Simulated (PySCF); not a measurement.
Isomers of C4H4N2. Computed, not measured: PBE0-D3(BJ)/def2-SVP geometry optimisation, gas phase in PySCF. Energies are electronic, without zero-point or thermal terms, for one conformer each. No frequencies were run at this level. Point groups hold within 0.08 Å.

Problem. Rank from lowest to highest electronic energy at this level (kcal/mol).
A. pyrimidine (`c1cncnc1`)
B. `[N:1]#[C:2][CH2:3][CH2:4][C:5]#[N:6]` with C2–C3–C4–C5 180°

Solution. A (0.0), B (22.3).

As drawn, the lower has an aromatic ring, which the higher lacks; the higher has a C≡N group, which the lower lacks.

```
  SMILES      E (Eh)  E rel (kcal/mol)  dipole (D)  point group      A, B, C (MHz)
c1cncnc1  -263.83000               0.0        2.28          C2v   6303, 6119, 3105
N#CCCC#N  -263.79449              22.3        0.00          C2h  25927, 1480, 1425
```

Problem. How do the relative energies change in single points at PBE0/pcSseg-1 (no added dispersion term) on the same geometries?

Solution. 
```csv
SMILES,PBE0-D3(BJ)/def2-SVP (kcal/mol),PBE0/pcSseg-1 (kcal/mol),shift
c1cncnc1,0.0,0.0,0.0
N#CCCC#N,22.3,16.5,-5.8
```

Each column counts from its own lowest isomer. The order is unchanged; the largest shift is 5.8 kcal/mol.
